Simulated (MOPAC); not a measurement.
MOPAC input (PM7):

```
PM7 PRECISE GNORM=0.05 LET XYZ GEO-OK AUX(PRECISION=9) THREADS=1
C2H4O2

C    -0.93142677 1   -0.09091136 1    0.00145351 1
O    -0.72481975 1   -1.27177619 1   -0.01909734 1
O     0.00102861 1    0.86771547 1    0.01461126 1
H    -1.92588670 1    0.37448781 1    0.01247871 1
C     1.36673924 1    0.41140192 1    0.00254944 1
H     1.97490570 1    1.31077974 1    0.01574845 1
H     1.56756136 1   -0.20280897 1    0.87923757 1
H     1.56187403 1   -0.17291625 1   -0.89559380 1
```

From the last part of the output:

```
                                                       MOPAC v23.2.5 Linux

          FINAL HEAT OF FORMATION =        -83.97039 KCAL/MOL =    -351.33211 KJ/MOL

          COSMO AREA              =         91.95 SQUARE ANGSTROMS
          COSMO VOLUME            =         74.71 CUBIC ANGSTROMS

          GRADIENT NORM           =          0.04618          =       0.01633 PER ATOM
          IONIZATION POTENTIAL    =         11.126059 EV
          HOMO LUMO ENERGIES (EV) =        -11.126  0.810
          NO. OF FILLED LEVELS    =         12
          MOLECULAR WEIGHT        =         60.0524         POINT GROUP:  Cs

          MOLECULAR DIMENSIONS (Angstroms)

            Atom       Atom       Distance
            H     6    H     4     3.96416
            O     2    H     4     1.91608
            H     7    H     8     1.79868

          SCF CALCULATIONS        =         22

   ATOM   CHEMICAL          X               Y               Z
  NUMBER   SYMBOL      (ANGSTROMS)     (ANGSTROMS)     (ANGSTROMS)

     1       C         -0.94879395  *  -0.09128363  *   0.00150834  *
     2       O         -0.71405280  *  -1.26927332  *  -0.01909267  *
     3       O          0.01441006  *   0.85648933  *   0.01437187  *
     4       H         -1.91451217  *   0.41333727  *   0.01310014  *
     5       C          1.36414514  *   0.40385900  *   0.00244782  *
     6       H          1.94079499  *   1.33592963  *   0.01627575  *
     7       H          1.56531447  *  -0.20396077  *   0.89100165  *
     8       H          1.55955255  *  -0.17368453  *  -0.90740994  *

                             CARTESIAN COORDINATES

   1    C       -0.948793954    -0.091283627     0.001508344
   2    O       -0.714052802    -1.269273320    -0.019092668
   3    O        0.014410065     0.856489326     0.014371874
   4    H       -1.914512175     0.413337273     0.013100140
   5    C        1.364145137     0.403859004     0.002447820
   6    H        1.940794995     1.335929632     0.016275745
   7    H        1.565314470    -0.203960770     0.891001652
   8    H        1.559552550    -0.173684533    -0.907409944

           Empirical Formula: C2 H4 O2  =     8 atoms

      MOLECULAR POINT GROUP   :   Cs

                  EIGENVALUES
 -31.57939 -30.24318 -25.50738 -22.05943 -17.80951 -16.53817 -16.36765 -14.23250
 -13.99104 -13.07545 -11.43190 -11.12606   0.80991   1.64756   3.74268   4.31127
   5.14837   5.28646   5.39518   5.90608

              NET ATOMIC CHARGES AND DIPOLE CONTRIBUTIONS

  ATOM NO.   TYPE          CHARGE      No. of ELECS.   s-Pop       p-Pop
    1          C           0.494314        3.5057     1.14948     2.35620
    2          O          -0.488043        6.4880     1.87602     4.61202
    3          O          -0.416145        6.4161     1.86363     4.55252
    4          H           0.150115        0.8499     0.84988
    5          C          -0.169089        4.1691     1.08587     3.08322
    6          H           0.147145        0.8529     0.85285
    7          H           0.140848        0.8592     0.85915
    8          H           0.140855        0.8591     0.85915
 DIPOLE           X         Y         Z       TOTAL
 POINT-CHG.     0.390     1.705     0.027     1.750
 HYBRID         0.027    -0.098    -0.002     0.102
 SUM            0.417     1.607     0.026     1.660

          ATOMIC ORBITAL ELECTRON POPULATIONS

     Atom    s        px        py        pz
    1  C   1.14948   0.87935   0.80319   0.67366
    2  O   1.87602   1.84411   1.28384   1.48407
    3  O   1.86363   1.25850   1.45850   1.83552
    4  H   0.84988
    5  C   1.08587   0.79901   1.12743   1.15678
    6  H   0.85285
    7  H   0.85915
    8  H   0.85915

 **********************
 *                    *
 * JOB ENDED NORMALLY *
 *                    *
 **********************

 == MOPAC DONE ==
```
